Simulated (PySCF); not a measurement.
An unknown is described by computed data only.

Formula: C3H8O.

| Quantity | Value |
| --- | --- |
| Triplet | lowest triplet excitation (Tamm–Dancoff): 6.67 eV [TDA CAM-B3LYP/def2-SVPD] |
| UV, first state | lowest singlet excitation: 6.98 eV (178 nm, f = 0.007) [TDDFT CAM-B3LYP/def2-SVPD] |
| Rotational structure | rotational constants A, B, C: 26.077, 3.810, 3.571 GHz [GFN2-xTB] |
| NMR, other nuclei | isotropic shieldings of nuclei other than C and H, by class: 289 (1 O) ppm [GIAO PBE0/pcSseg-1] |
| 1H NMR | chemical shifts (computed TMS as zero) by class: 3.78 (2 H), 1.51 (2 H), 0.92 (3 H), -0.01 (1 H) ppm [GIAO PBE0/pcSseg-1] |
| 13C NMR | chemical shifts (computed TMS as zero) by class: 70.8 (1 C), 32.7 (1 C), 11.5 (1 C) ppm [GIAO PBE0/pcSseg-1] |
| Dipole | 1.84 D [CAM-B3LYP/def2-SVPD] |
| UV, strongest line | among the 8 lowest singlet transitions: S5 at 8.82 eV (141 nm, f = 0.053) [TDDFT CAM-B3LYP/def2-SVPD] |
| Polarisability | 44.1 au [CAM-B3LYP/def2-SVPD] |

Electronic properties: PySCF, gas phase, density fitting. Levels stand in brackets. Isolated species at its GFN2-xTB geometry (one conformer only). NMR classes are plain means over equivalent atoms (diastereotopic ones count apart unless rotation or inversion swaps them), as if these changed places fast.

**Question.** Give a SMILES that accounts for the data.

**Answer.** Numbering: `[CH3:1][CH2:2][CH2:3][OH:4]`. Its formula, C3H8O, gives 0 degrees of unsaturation, so no ring and no π bond. 3 carbons fall into 3 classes; from least to most shielded: carbinol carbon (C–OH) [C3] (70.8 ppm), chain CH2 carbon [C2] (32.7 ppm), methyl carbon [C1] (11.5 ppm). Hydrogen classes from least to most shielded: 2 H on a carbinol carbon (C–OH), C3 (3.78 ppm), 2 H on a chain CH2 carbon, C2 (1.51 ppm, a mean of values up to 0.6 ppm apart in this geometry), 3 H on a methyl carbon, C1 (0.92 ppm), 1 H on an alcohol oxygen, O4 (-0.01 ppm). The other shieldings belong to: 289 ppm, alcohol oxygen [O4]. By its constants the optimised geometry is an asymmetric top. Structure: `CCCO` (1-propanol). Computed isomers that give other values at the same levels: `CCOC` (methoxyethane) (13C chemical shifts (computed TMS as zero) by class: 71.0 (1 C), 58.2 (1 C), 14.8 (1 C) ppm). The assignments are read from this structure; whether some other isomer fits the data as well wasn't checked.

Shape of the structure used: `[CH3:1][CH2:2][CH2:3][OH:4]`: C1–C2–C3–O4 179°, H–O4–C3–C2 57°.
